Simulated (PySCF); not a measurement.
Molecule: SMILES C#CC[c+]1cc1, [C₆H₅]+.

Bonds (- single, = double, # triple, : aromatic): C1#C2 1.209 Å, C2-C3 1.460 Å, C3-C4 1.474 Å, C4:C5 1.373 Å, C5:C6 1.358 Å, C6:C4 1.373 Å. C1 carries H7; C3 carries H8, H9; C5 carries H10; C6 carries H11. Formal charges: C4 +1.

Total charge +1.

Geometry PBE0-D3(BJ)/def2-SVP throughout; GIAO in PySCF 2.14, gas phase, one conformer, non-relativistic; equivalent atoms averaged; basis pcSseg-2.

For orientation, WP04 gives these absolute shieldings σ: C4 -14.0, C5/C6 -1.8, C1 79.9, C2 110.6, C3 148.9, H10/H11 21.64, H8/H9 27.03, H7 28.57 ppm.

A run gave: C4 -14.0, C5/C6 1.1, C1 86.4, C2 113.9, C3 162.7, H10/H11 21.03, H8/H9 26.80, H7 28.36 ppm (absolute shieldings σ).

Question: Which functional was used in that run?
A. LDA
B. wB97X-D
C. CAM-B3LYP
D. LC-wPBE
E. B97-2

Answer: C. C2 tells them apart best: CAM-B3LYP gives 113.9, LDA gives 104.9, wB97X-D gives 116.6, B97-2 gives 118.0, LC-wPBE gives 116.8 ppm.
